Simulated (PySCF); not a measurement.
# AlF₂: from structure and modes to constants

Method: UB3LYP/[Al def2-TZVP, F def2-TZVP], no relativity, density fitting, PySCF.

The doublet minimum has C2v symmetry. Masses (u): Al 26.98154, F 18.99840.

```xyz
3
charge 0 multiplicity 2, angstrom
Al    0.0000    0.0000   -0.4849
F     1.4308    0.0000    0.3433
F    -1.4308    0.0000    0.3433
```

Harmonic wavenumbers (cm⁻¹): 225.8 (a1, ×1), 742.7 (a1, ×1), 889.2 (b2, ×1).

Q: Find the principal moments of inertia and the rotational constants. What kind of rotor is it?

A: About the centre of mass I = 10.823, 77.791, 88.614 u Å². With B = 16.8576/I this gives 1.558, 0.2167, 0.1902 cm⁻¹. The molecule is an asymmetric top with κ = -0.96.

Q: What is the harmonic zero-point energy?

A: Half the sum of all 3 wavenumbers, 1858/2 = 929 cm⁻¹, which is 11.1 kJ/mol (1 cm⁻¹ = 0.0119627 kJ/mol).

Q: Find the vibrational entropy and heat capacity at 298.15 K.

A: With u = 1.43878 ω/T, each mode gives S = R[u/(eᵘ−1) − ln(1−e⁻ᵘ)] and C = R u² eᵘ/(eᵘ−1)².
| ω (cm⁻¹) | u | S (J/(mol K)) | C (J/(mol K)) |
| --- | --- | --- | --- |
| 225.8 | 1.090 | 8.00 | 7.54 |
| 742.7 | 3.584 | 1.09 | 3.14 |
| 889.2 | 4.291 | 0.61 | 2.15 |
The sums over all modes are S = 9.7 and C = 12.8 J/(mol K); the softest mode gives 83 % of the entropy.

Q: Give the standard entropy (298.15 K, 1 bar) by its translational, rotational, vibrational and spin parts, and Cp.

A: Sackur–Tetrode with M = 64.98 u gives 160.9; rotation with symmetry number 2 gives 89.4; vibration 9.7; spin R ln 2 = 5.8. The total is 265.8 J/(mol K), and Cp = 4 R + 12.8 = 46.1 J/(mol K).

Only a few start shapes were tried, so a lower isomer may exist.
